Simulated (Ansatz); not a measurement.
**Worked example: correlation energy of CF, sextet**

Geometry: that of the CF, quartet, kept fixed. The doublet lies 16.9 eV lower here.

```
atom   x (Å)   y (Å)   z (Å)
   C  0.0000  0.0000  0.0000
   F  0.0000  0.0000  1.3159
```

Basis cc-pVTZ; Ansatz 0.2.0. Only valence electrons are correlated (noble-gas cores frozen), which leaves 11 electrons in 58 orbitals. Prefix R: restricted or restricted open-shell reference; prefix U: unrestricted.

Full CI isn't at hand for all of this; UCCSDT(Q) serves as the reference, and is uncertain by about the last step of the cluster series.

Runs differ by some tens of microhartree through their thresholds and, for an open shell, their frozen cores, so steps under 0.03 kcal/mol mean nothing.

```json
{"level": "UHF", "total energy (hartree)": "-136.704320"}
{"level": "UMP2", "total energy (hartree)": "-136.957828"}
{"level": "UCCSD", "total energy (hartree)": "-136.977290"}
{"level": "UCCSD(T)", "total energy (hartree)": "-136.983452"}
{"level": "UCCSDT", "total energy (hartree)": "-136.983915"}
{"level": "UCCSDT(Q)", "total energy (hartree)": "-136.984045"}
```

Question: What is the correlation energy at UCCSDT(Q), and what share of it do UMP2 and UCCSDT recover?

Answer: E(corr) = -136.984045 − (-136.704320) = -0.279725 hartree = -7.612 eV. UMP2: -0.253508 / -0.279725 = 90.63 %. UCCSDT: -0.279595 / -0.279725 = 99.95 %.

Question: By how many kcal/mol does UCCSD(T) miss UCCSDT(Q) (1 hartree = 627.509 kcal/mol), and which steps make up the rest?

Answer: -136.983452 − (-136.984045) = 0.000593 hartree = 0.37 kcal/mol. Steps: UCCSDT − UCCSD(T) = -0.29, UCCSDT(Q) − UCCSDT = -0.08 kcal/mol. That is within 1 kcal/mol of the reference in this basis, which itself misses far more of the correlation at the basis-set limit.
